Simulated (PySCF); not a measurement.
Optical rotation: SMILES ClC=C=CCl, C3H2Cl2

Molfile (atoms numbered from 1):
```
C3H2Cl2
     RDKit          3D

  7  6  0  0  0  0  0  0  0  0999 V2000
   -2.4610   -0.5827    0.7389 Cl  0  0  0  0  0  0  0  0  0  0  0  0
   -1.2652    0.2337   -0.2006 C   0  0  0  0  0  0  0  0  0  0  0  0
    0.0095    0.0886   -0.0109 C   0  0  0  0  0  0  0  0  0  0  0  0
    1.2877   -0.0212    0.1781 C   0  0  0  0  0  0  0  0  0  0  0  0
    2.2614   -1.2071   -0.6120 Cl  0  0  0  0  0  0  0  0  0  0  0  0
   -1.6783    0.8777   -0.9673 H   0  0  0  0  0  0  0  0  0  0  0  0
    1.8431    0.6220    0.8499 H   0  0  0  0  0  0  0  0  0  0  0  0
  1  2  1  0
  2  3  2  0
  3  4  2  0
  4  5  1  0
  2  6  1  0
  4  7  1  0
M  END
```

Theory: TDDFT CAM-B3LYP/aug-cc-pVTZ circular dichroism and optical rotation, one conformer, IEF-PCM cyclohexane (non-equilibrium linear response, no local-field factor) (PySCF). Geometry: PBE0-D3(BJ)/def2-TZVP.

No stereocentre is labelled: unless the shape is locked (an allene, a helicene, a hindered biaryl), the mirror image is equally populated and a measured rotation or CD is zero.

(1) What is the specific rotation at 633, 589.3, 546, 436, 405, 365, 355 nm?

(2) And for the mirror image at 589.3 nm?

(3) What is the molar rotation [Φ] = [α]·M/100 of the geometry above at 589.3 nm?

## Answers

(1) [α] in deg dm⁻¹ (g/mL)⁻¹:
```tsv
λ (nm)	origin-invariant length gauge	modified velocity gauge	length gauge (centre of mass)	isotropic polarisability (au)
633	+446.5	+459.5	+431.5	84.5
589.3	+527.1	+542.4	+509.5	85.1
546	+632.0	+650.1	+610.8	85.9
436	+1116.0	+1146.9	+1078.2	89.2
405	+1364.8	+1402.0	+1318.4	90.8
365	+1843.5	+1892.3	+1780.1	93.7
355	+2005.4	+2058.1	+1936.2	94.7
```

(2) -527.1 deg dm⁻¹ (g/mL)⁻¹ (origin-invariant length gauge): the same size and the opposite sign.

(3) With M = 108.95 g/mol, +574.3 deg cm² dmol⁻¹ (origin-invariant length gauge).

The first excitation lies at 5.15 eV (241 nm) with R = -5.8 × 10⁻⁴⁰ esu² cm² (velocity form).
